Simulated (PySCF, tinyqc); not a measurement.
Starting guesses with DIIS over 6 matrices: SCF starting guesses in the sto-3g basis, for HF, spin multiplicity 1. Computed by the program tinyqc with PySCF. 

Geometry (angstrom):
```
atom       x       y       z
F     0.0000  0.0000  0.0000
H     0.0000  0.0000  1.8120
```

lowest restricted solution found by these runs and by PySCF = -98.307528 hartree

RHF with one setting changed at a time; a run stops when the energy changes by less than 1e-09 hartree and the error matrix is below 1e-5. Starts: the lowest orbitals of the core Hamiltonian, of the Wolfsberg-Helmholz matrix (K = 1.75), projected atomic densities, random orbitals, and the highest orbitals of the core Hamiltonian (a deliberately bad start).

Largest element of the error matrix X^T (FDS - SDF) X:
```
iteration     core  Wolfsberg-Helmholz  atomic densities   random  highest core orbitals
1          1.7e-01             2.3e-01           2.5e-01  1.7e+01                3.3e-01
2          4.3e-01             4.4e-01           3.8e-01  2.8e-01                2.0e-01
3          3.3e-01             2.1e-01           2.1e-01  4.2e-01                3.3e-01
4          2.7e-01             9.8e-02           6.2e-02  8.7e-02                3.8e-01
5          8.9e-02             3.0e-02           2.9e-02  2.3e-02                3.9e-14
6          1.2e-03             1.1e-04           2.9e-04  1.3e-02                2.4e-01
8          5.3e-06             2.1e-07           1.7e-06  2.4e-03                2.4e-01
10               -                   -                 -  3.6e-04                2.4e-01
14               -                   -                 -        -                1.2e-01
```

How each run ends:
```
run                    iterations  E (hartree)         state
core                            9   -98.307528  lowest found
Wolfsberg-Helmholz              8   -98.307528  lowest found
atomic densities                9   -98.307528  lowest found
random                         12   -98.307528  lowest found
highest core orbitals          19   -98.307528  lowest found
```

5 of 5 runs reach the lowest restricted solution found, in 8 to 19 iterations (fastest: Wolfsberg-Helmholz). The first errors are 2e-01, 2e-01, 2e-01, 2e+01, 3e-01. The restricted reference is unstable here: a spin-polarised solution lies 0.1511 hartree lower (PySCF), so results built on it describe a poor reference.
